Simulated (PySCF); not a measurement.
Mapped SMILES: `[CH3:1][O:2][CH:3]=[O:4]`. Each H is labelled by its parent atom.

GIAO PBE0/pcSseg-1 shifts (PySCF 2.14, gas phase, non-relativistic, equivalent atoms averaged), each against references optimised in the same way as the molecule (TMS, H2O).

On the GFN2-xTB geometry: C3 164.8, C1 49.0, O4 430.0, O2 187.1, H(C3) 8.05, H(C1) 4.14 ppm.

Q: What changes on the PBE0-D3(BJ)/def2-SVP geometry?

A: 
| atoms | δ (ppm) | change |
| --- | --- | --- |
| C3 | 164.8 | +0.0 |
| C1 | 51.2 | +2.2 |
| O4 | 453.9 | +23.9 |
| O2 | 195.5 | +8.4 |
| H(C3) | 7.79 | -0.26 |
| H(C1) | 3.68 | -0.46 |

Bonds between heavy atoms that differ most (equivalent bonds averaged): O2–C3 1.321 → 1.330 Å, C1–O2 1.427 → 1.420 Å, C3–O4 1.195 → 1.197 Å. Mean change of bonds to hydrogen: C–H +0.008 Å.
